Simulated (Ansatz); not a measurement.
# SiN (sextet): wave-function methods side by side, def2-TZVPP

An exercise on one series of results from a longer session: the logs are not shown, and one member is left open.

Method: def2-TZVPP, core rule «outside noble gas», up to 6 orbitals frozen; program: Ansatz 0.2.0, Gaussian basis.

The runs, in order: UHF; ROHF; CCSD(T) on UHF.

## What is computed

The geometry is a PBE0/def2-TZVP stationary point (not a proven minimum) of the parent state, kept for this charge and spin.

2 atoms, charge 0, spin multiplicity 6.

Atoms are counted from 1 here; the program's logs count them from 0.

Bond lengths: Si1–N2 1.889 Å.

As a file:

```
Si    0.0000    0.0000    0.0000
N     0.0000    0.0000    1.8891
```

Set-up of the first run:

Input file in.yaml:

```yaml
crystal:
  periodic: [false, false, false]
  atoms:
    - {symbol: Si, position_ang: [0.000000, 0.000000, 0.000000]}
    - {symbol: N, position_ang: [0.000000, 0.000000, 1.889128]}
basis:
  gaussian: {orbitals: def2-TZVPP}
magnetization: {spin_polarized: true, initial_magnetization: 5}
hamiltonian: {xc: hf}
output: {orbitals: {seedname: orbitals}}
```

Started as:

```console
ansatz run in.yaml --threads 1 --pin off --events-out ev --progress --plain --max-ram 4096MiB --backend cpu
```

Among the steps run: UHF; ROHF; CCSD(T) on UHF.

One of the session's tables, all rows but one given; the rest of the session is left out.

It belongs to the step «Misses and costs». 

| method | from UCCSD(T) (meV) |
| --- | --- |
| ROHF | +6004.0 |
| UHF | +5665.7 |
| UMP2 | ? |
| UCCSD | +226.2 |
| UCCSD(T) | 0 |

Estimate the missing values for UMP2.

The run gave: from UCCSD(T) (meV): +1067.7. In the column «from UCCSD(T) (meV)» it lies between UCCSD (+226.2) and UHF (+5665.7).
